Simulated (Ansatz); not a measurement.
# Si2H4 (triplet): wave-function methods side by side, cc-pVDZ

One table from this session's results is given with a row withheld; the runs are named, their logs left out.

The runs use Ansatz 0.2.0, Gaussian basis; cc-pVDZ, core rule «outside noble gas», up to 10 orbitals frozen.

The runs, in order: UHF; CCSD(T) on ROHF; CCSD(T) on UHF; BCCD(T) on ROHF; CISD; CCSDT(Q) on ROHF; CCSDT(Q) on UHF; CASSCF and NEVPT2, 10 electrons in 10 orbitals.

20 further runs of the same task are left out: 11 that didn't finish, 9 set aside as unsound or not needed.

### The system

The geometry is a PBE0/def2-TZVP stationary point (not a proven minimum) of the parent state, kept for this charge and spin.

6 atoms, charge 0, spin multiplicity 3.

Atoms are counted from 1 here; the program's logs count them from 0.

Bond lengths: Si1–Si2 2.391 Å, Si1–H3 1.489 Å, Si1–H4 1.494 Å, Si1–H5 1.494 Å, Si2–H6 1.525 Å. Angles: Si2–Si1–H3 119.1°, Si2–Si1–H4 107.3°, Si2–Si1–H5 107.3°, H3–Si1–H4 108.0°, H3–Si1–H5 108.0°, H4–Si1–H5 106.6°, Si1–Si2–H6 93.2°.

Coordinates:

```xyz
6
H4Si2
Si    0.00000    0.03245    1.12951
Si    0.00000   -0.08125   -1.25841
H     0.00000    1.36657    1.79071
H     1.19770   -0.72097    1.60908
H    -1.19770   -0.72097    1.60908
H     0.00000    1.43514   -1.41712
```

Set-up of the first run:

File in.yaml:

```yaml
crystal:
  periodic: [false, false, false]
  atoms:
    - {symbol: Si, position_ang: [0.000000, 0.032451, 1.129510]}
    - {symbol: Si, position_ang: [0.000000, -0.081251, -1.258412]}
    - {symbol: H, position_ang: [0.000000, 1.366573, 1.790713]}
    - {symbol: H, position_ang: [1.197704, -0.720972, 1.609075]}
    - {symbol: H, position_ang: [-1.197704, -0.720972, 1.609075]}
    - {symbol: H, position_ang: [0.000000, 1.435141, -1.417119]}
basis:
  gaussian: {orbitals: cc-pVDZ}
magnetization: {spin_polarized: true, initial_magnetization: 2}
hamiltonian: {xc: hf}
output: {orbitals: {seedname: orbitals}}
```

The run is started by

```sh
> ansatz run in.yaml --threads 1 --pin off --events-out ev --progress --plain --max-ram 2393MiB
```

Among the steps run: UHF; CCSD(T) on ROHF; CCSD(T) on UHF; BCCD(T) on ROHF; CISD; CCSDT(Q) on ROHF; CCSDT(Q) on UHF; CASSCF and NEVPT2, 10 electrons in 10 orbitals.

One table of the session follows, with a row left open; its other results are not shown here.

It belongs to the step «Misses and costs». 

```
         method  from UCCSDT(Q) (kcal/mol)
           ROHF                    +141.79
            UHF                    +140.14
           RMP2                     +32.37
           UMP2                     +32.26
           CISD                     +16.27
          RCCSD                      +4.60
          UCCSD                      +4.55
       RCCSD(T)                      +1.00
       UCCSD(T)                      +0.99
        BCCD(T)                      +0.98
         RCCSDT                      +0.16
         UCCSDT                      +0.15
      RCCSDT(Q)                      +0.01
      UCCSDT(Q)                          0
CASSCF frontier                          ?
NEVPT2 frontier                     +31.12
```

**Question.** Estimate the row for CASSCF frontier.

**Answer.** from UCCSDT(Q) (kcal/mol): +105.27. In the column «from UCCSDT(Q) (kcal/mol)» it lies between RMP2 (+32.37) and UHF (+140.14).

Limits of these values: Restricted and unrestricted rows rest on different reference determinants; where their highest levels disagree by more than a few hundredths of an eV, they describe different states and don't form one ladder.
